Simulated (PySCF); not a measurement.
## How methods differ on the ionisation energy of Cl

Cl [Ne] 3s2 3p5 (2P) → Cl⁺ [Ne] 3s2 3p4 (3P), as a difference of total energies. Calculation: PySCF 2.14, in dyall-av3z (19s12p3d2f, 84 functions); no relativity, point nucleus. Correlated levels: valence: [Ne] frozen; virtual orbitals above 40 to 60 times the deepest correlated orbital energy dropped. The calculations carry no spin-orbit coupling.

| method | ionisation energy (eV) |
| --- | --- |
| UHF | 11.765 |
| MP2 (valence) | 12.760 |
| SCS-MP2 (valence) | 12.761 |
| CCSD (valence) | 12.722 |
| CCSD(T) (valence) | 12.771 |

Problem. How much does correlation contribute at CCSD(T) (valence)?

Solution. 12.771 − (11.765) = 1.006 eV, measured against UHF.

Errors of the correlated levels include the incompleteness of this basis and the frozen core.

For comparison: 12.974 eV (measured; NIST levels, between the centres of gravity of the two terms).
